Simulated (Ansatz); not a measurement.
Geometry optimisation, Ansatz 0.2.0, RKS PBE-D4/6-31G*.

Input:

```yaml
crystal:
  periodic: [false, false, false]
  atoms:
    - { symbol: C, position_ang: [-0.4842, 1.5745, -0.0171] }
    - { symbol: C, position_ang: [-0.1779, 0.3682, -0.068] }
    - { symbol: C, position_ang: [0.1555, -0.8692, -0.1116] }
    - { symbol: O, position_ang: [1.1354, -1.3042, 0.8495] }
    - { symbol: Cl, position_ang: [-0.4248, -1.9046, -1.3242] }
    - { symbol: H, position_ang: [-1.2237, 2.035, -0.7632] }
    - { symbol: H, position_ang: [-0.1178, 2.2813, 0.7425] }
    - { symbol: H, position_ang: [1.2297, -2.2382, 0.6361] }
basis:
  gaussian: { orbitals: "6-31G*" }
hamiltonian:
  xc: pbe
  dispersion: d4
relax:
  f_tol: 0.02
  max_steps: 40
scf:
  lower_state_search: "off"
```

Run as:

```bash
$ ansatz run input.yaml --threads 1 --pin off --max-ram 2048MiB --backend cpu --events-out ev --progress --plain --runs-dir out
```

Where does it end, and by what steps?

It converged. After 15 steps the energy has fallen by 3.186 eV; H6 moved furthest, 1.12 Å.

| step | energy less start (eV) | largest force component (eV/Å) | accepted |
| --- | --- | --- | --- |
| 0 | 0.0000 | 6.052 | yes |
| 1 | -1.3012 | 2.017 | yes |
| 2 | -2.0563 | 1.336 | yes |
| 3 | -2.5991 | 0.905 | yes |
| 4 | -2.9633 | 0.701 | yes |
| 5 | -3.1292 | 0.621 | yes |
| 6 | -3.1402 | 0.510 | yes |
| 7 | -3.1436 | 0.734 | yes |
| 8 | -3.1563 | 0.667 | yes |
| 9 | -3.1659 | 0.589 | yes |
| 10 | -3.1754 | 0.632 | yes |
| 11 | -3.1856 | 0.124 | yes |
| 12 | -3.1820 | 0.214 | no |
| 13 | -3.1842 | 0.135 | no |
| 14 | -3.1860 | 0.041 | yes |
| 15 | -3.1863 | 0.009 | yes |

```xyz
8
Properties=species:S:1:pos:R:3
C -0.505 1.656 -0.040
C -0.163 0.388 -0.028
C 0.158 -0.886 0.001
O 1.155 -1.421 0.760
Cl -0.810 -2.081 -0.903
H -0.148 2.346 -0.818
H -1.163 2.089 0.727
H 1.568 -2.148 0.245
```

Whether the end is a true minimum wasn't checked by a vibrational analysis.

The run took 24 s on 1 thread of Intel(R) Xeon(R) Platinum 8488C (Sapphire Rapids), with other jobs on the host, peak memory 0.14 GiB.
